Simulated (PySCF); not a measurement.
**Atomic charges against the basis set**

Species: 1-fluorobutane, C4H9F.
Numbering: `[CH3:1][CH2:2][CH2:3][CH2:4][F:5]` (hydrogens: H6, H7, H8 on C1; H9, H10 on C2; H11, H12 on C3; H13, H14 on C4)

PBE0 throughout (PySCF), one geometry, spherical d and f functions. Geometry: PBE0-D3(BJ)/def2-SVP, one conformer, isolated molecule. Atoms taken as equivalent share a column and are averaged. The first 7 of 9 kinds of atom are listed.

Mulliken charges (e):

| basis | functions | C1 | C2 | C3 | C4 | F5 | H6/H7/H8 | H9/H10 |
| --- | --- | --- | --- | --- | --- | --- | --- | --- |
| pcSseg-0 | 63 | -0.627 | -0.523 | -0.558 | -0.002 | -0.393 | +0.228 | +0.244 |
| 6-31G* | 88 | -0.525 | -0.321 | -0.364 | +0.046 | -0.346 | +0.173 | +0.173 |
| cc-pVDZ | 115 | -0.076 | -0.114 | -0.122 | +0.213 | -0.250 | +0.042 | +0.042 |
| def2-SVP | 115 | -0.066 | -0.119 | -0.136 | +0.262 | -0.287 | +0.041 | +0.043 |
| 6-311+G(2d,p) | 189 | -0.627 | -0.057 | -0.118 | -0.197 | -0.265 | +0.144 | +0.138 |
| aug-cc-pVDZ | 196 | +0.417 | +0.523 | +0.397 | +0.996 | -0.465 | -0.125 | -0.266 |
| def2-TZVP | 209 | -0.358 | -0.200 | -0.199 | +0.027 | -0.236 | +0.119 | +0.106 |
| IGLO-III | 265 | -0.362 | -0.208 | -0.207 | +0.016 | -0.275 | +0.116 | +0.121 |
| cc-pVTZ | 276 | -0.298 | -0.164 | -0.183 | +0.120 | -0.234 | +0.096 | +0.093 |
| pcSseg-2 | 306 | -0.059 | -0.070 | -0.056 | +0.275 | -0.312 | +0.029 | +0.030 |

IAO charges (e):

```tsv
basis	functions	C1	C2	C3	C4	F5	H6/H7/H8	H9/H10
pcSseg-0	63	-0.420	-0.266	-0.285	+0.013	-0.302	+0.140	+0.140
6-31G*	88	-0.408	-0.245	-0.265	+0.050	-0.319	+0.135	+0.131
cc-pVDZ	115	-0.407	-0.244	-0.264	+0.049	-0.322	+0.134	+0.131
def2-SVP	115	-0.397	-0.240	-0.259	+0.055	-0.323	+0.131	+0.129
6-311+G(2d,p)	189	-0.421	-0.253	-0.270	+0.046	-0.339	+0.139	+0.136
aug-cc-pVDZ	196	-0.418	-0.251	-0.268	+0.047	-0.338	+0.138	+0.135
def2-TZVP	209	-0.421	-0.253	-0.270	+0.050	-0.338	+0.139	+0.135
IGLO-III	265	-0.422	-0.254	-0.271	+0.047	-0.339	+0.139	+0.136
cc-pVTZ	276	-0.422	-0.253	-0.271	+0.048	-0.335	+0.139	+0.136
pcSseg-2	306	-0.421	-0.253	-0.270	+0.049	-0.339	+0.139	+0.136
```

Hirshfeld charges (e):

```csv
basis,functions,C1,C2,C3,C4,F5,H6/H7/H8,H9/H10
pcSseg-0,63,-0.100,-0.051,-0.059,+0.039,-0.129,+0.034,+0.028
6-31G*,88,-0.100,-0.054,-0.062,+0.035,-0.126,+0.034,+0.031
cc-pVDZ,115,-0.108,-0.061,-0.070,+0.025,-0.112,+0.036,+0.033
def2-SVP,115,-0.111,-0.063,-0.071,+0.028,-0.118,+0.038,+0.033
"6-311+G(2d,p)",189,-0.114,-0.073,-0.080,+0.023,-0.126,+0.040,+0.038
aug-cc-pVDZ,196,-0.121,-0.076,-0.084,+0.018,-0.121,+0.042,+0.039
def2-TZVP,209,-0.117,-0.072,-0.080,+0.020,-0.121,+0.040,+0.038
IGLO-III,265,-0.121,-0.076,-0.083,+0.018,-0.121,+0.042,+0.039
cc-pVTZ,276,-0.118,-0.071,-0.079,+0.020,-0.117,+0.040,+0.037
pcSseg-2,306,-0.122,-0.076,-0.083,+0.018,-0.121,+0.042,+0.039
```

ESP-fitted charges (e):

```tsv
basis	functions	C1	C2	C3	C4	F5	H6/H7/H8	H9/H10
pcSseg-0	63	-0.570	+0.274	-0.159	+0.116	-0.280	+0.138	-0.014
6-31G*	88	-0.467	+0.222	-0.078	+0.001	-0.204	+0.111	-0.010
cc-pVDZ	115	-0.417	+0.236	-0.085	+0.050	-0.220	+0.097	-0.019
def2-SVP	115	-0.413	+0.244	-0.104	+0.078	-0.234	+0.096	-0.021
6-311+G(2d,p)	189	-0.514	+0.311	-0.129	+0.024	-0.240	+0.119	-0.026
aug-cc-pVDZ	196	-0.493	+0.302	-0.143	+0.045	-0.238	+0.113	-0.024
def2-TZVP	209	-0.503	+0.313	-0.115	+0.019	-0.228	+0.115	-0.029
IGLO-III	265	-0.488	+0.296	-0.128	+0.024	-0.233	+0.112	-0.024
cc-pVTZ	276	-0.485	+0.289	-0.108	+0.010	-0.220	+0.112	-0.024
pcSseg-2	306	-0.501	+0.310	-0.142	+0.048	-0.242	+0.115	-0.026
```

Some averages cover members that differ in this geometry, most widely: H9/H10, Mulliken in aug-cc-pVDZ -0.288 to -0.244; H9/H10, Mulliken in IGLO-III +0.107 to +0.135; H9/H10, Mulliken in def2-TZVP +0.093 to +0.120; H9/H10, Mulliken in 6-311+G(2d,p) +0.126 to +0.151 e.

Problem. Which scheme is steadiest as the basis changes?

Solution. Largest range over the bases for any column: Hirshfeld 0.03 e, IAO 0.04 e, ESP-fitted 0.16 e, Mulliken 1.19 e. Hirshfeld charges move least and Mulliken charges most, counted in e.

Problem. How much do the charges still move between the two largest bases, cc-pVTZ and pcSseg-2?

Solution. At most, over all atoms: Mulliken 0.239 e, IAO 0.004 e, Hirshfeld 0.004 e, ESP-fitted 0.038 e.

Problem. What do the same runs give for the total energy, the frontier levels and the dipole moment?

Solution. 
```
        basis  energy (Eh)  HOMO (eV)  LUMO (eV)  μ (D)
     pcSseg-0    -256.8036      -8.98       2.23   1.97
       6-31G*    -257.3859      -8.79       2.92   1.56
      cc-pVDZ    -257.4043      -8.87       2.00   1.59
     def2-SVP    -257.2046      -8.96       1.89   1.66
6-311+G(2d,p)    -257.4738      -9.08       0.43   1.77
  aug-cc-pVDZ    -257.4250      -9.05      -0.02   1.72
    def2-TZVP    -257.4952      -9.04       1.26   1.68
     IGLO-III    -257.5034      -9.07       0.88   1.72
      cc-pVTZ    -257.4871      -9.01       1.32   1.64
     pcSseg-2    -257.4969      -9.07       0.69   1.74
```

The dipole is fixed by the density alone, so its range of 0.41 D shows that the density itself changes with the basis, not only its division among atoms.
